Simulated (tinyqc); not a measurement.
Starting guesses with plain Roothaan steps: SCF starting guesses in the sto-3g basis, for H3O+, spin multiplicity 1. Computed by the program tinyqc with PySCF. 

Geometry (angstrom):
```
atom        x        y       z
O      0.0000   0.0000  0.3840
H      0.9980   0.0000  0.0000
H     -0.4990   0.8640  0.0000
H     -0.4990  -0.8640  0.0000
```

lowest restricted solution found by these runs and by PySCF = -75.313337 hartree

RHF with one setting changed at a time; a run stops when the energy changes by less than 1e-09 hartree and the error matrix is below 1e-5. Starts: the lowest orbitals of the core Hamiltonian, of the Wolfsberg-Helmholz matrix (K = 1.75), projected atomic densities, random orbitals, and the highest orbitals of the core Hamiltonian (a deliberately bad start).

Largest element of the error matrix X^T (FDS - SDF) X:
```
iteration     core  Wolfsberg-Helmholz  atomic densities   random  highest core orbitals
1          6.7e-01             4.4e-01           1.0e+00  1.4e+01                2.5e-01
2          3.3e-01             1.2e-01           3.3e-01  4.9e-01                7.0e-01
3          9.6e-02             2.2e-02           7.8e-02  1.3e-01                3.0e-01
4          2.4e-02             8.9e-03           2.6e-02  4.0e-02                8.4e-02
5          8.3e-03             3.3e-03           5.6e-03  1.4e-02                2.2e-02
6          2.5e-03             1.3e-03           2.0e-03  6.4e-03                7.0e-03
8          4.3e-04             2.6e-04           1.7e-04  1.1e-03                6.5e-04
10         8.6e-05             5.1e-05           2.2e-05  2.2e-04                1.3e-04
14               -                   -                 -  8.2e-06                5.5e-06
```

How each run ends:
```
run                    iterations  E (hartree)         state
core                           13   -75.313337  lowest found
Wolfsberg-Helmholz             13   -75.313337  lowest found
atomic densities               12   -75.313337  lowest found
random                         14   -75.313337  lowest found
highest core orbitals          14   -75.313337  lowest found
```

5 of 5 runs reach the lowest restricted solution found, in 12 to 14 iterations (fastest: atomic densities). The first errors are 7e-01, 4e-01, 1e+00, 1e+01, 2e-01; the deliberately bad start has the smallest one, so a small first error does not mark a good start.
